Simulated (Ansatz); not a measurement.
Geometry optimisation, Ansatz 0.2.0, UKS B3LYP-D4/STO-3G.

input.yaml

```yaml
crystal:
  periodic: [false, false, false]
  atoms:
    - { symbol: C, position_ang: [-0.8215, 1.5461, -1.0928] }
    - { symbol: C, position_ang: [-0.2864, 0.7717, -0.4485] }
    - { symbol: C, position_ang: [0.4051, -0.216, 0.3413] }
    - { symbol: S, position_ang: [-0.3335, -1.8101, 0.3575] }
    - { symbol: H, position_ang: [-1.3951, 2.3022, -1.707] }
    - { symbol: H, position_ang: [0.5314, 0.1422, 1.3885] }
    - { symbol: H, position_ang: [1.4757, -0.3604, -0.034] }
    - { symbol: H, position_ang: [0.5165, -2.4329, 1.139] }
magnetization:
  spin_polarized: true
basis:
  gaussian: { orbitals: STO-3G }
hamiltonian:
  xc: b3lyp
  dispersion: d4
relax:
  f_tol: 0.02
  max_steps: 40
output:
  orbitals: {}
```

Command:

```bash
$ ansatz run input.yaml --threads 1 --pin off --max-ram 2048MiB --backend cpu --events-out ev --progress --plain --runs-dir out
```

Problem. Where does it end, and by what steps?

Solution. The run converged. Limits of this set-up: minimal basis. After 5 steps the energy has fallen by 0.654 eV; S4 moved furthest, 0.09 Å.

```json
{"step": "0", "energy less start (eV)": "0.0000", "largest force component (eV/Å)": "7.847", "accepted": "yes"}
{"step": "1", "energy less start (eV)": "-0.6003", "largest force component (eV/Å)": "1.949", "accepted": "yes"}
{"step": "2", "energy less start (eV)": "-0.6466", "largest force component (eV/Å)": "0.522", "accepted": "yes"}
{"step": "3", "energy less start (eV)": "-0.6528", "largest force component (eV/Å)": "0.141", "accepted": "yes"}
{"step": "4", "energy less start (eV)": "-0.6532", "largest force component (eV/Å)": "0.088", "accepted": "yes"}
{"step": "5", "energy less start (eV)": "-0.6539", "largest force component (eV/Å)": "0.014", "accepted": "yes"}
```

```xyz
8
Properties=species:S:1:pos:R:3
C -0.867 1.577 -1.120
C -0.265 0.776 -0.453
C 0.469 -0.226 0.368
S -0.406 -1.853 0.336
H -1.406 2.296 -1.717
H 0.552 0.150 1.408
H 1.500 -0.331 -0.025
H 0.516 -2.447 1.146
```

Whether the end is a true minimum wasn't checked by a vibrational analysis.

Run time: 12 s on 1 thread of Arm Neoverse V2 (shared host), peak memory 0.12 GiB.
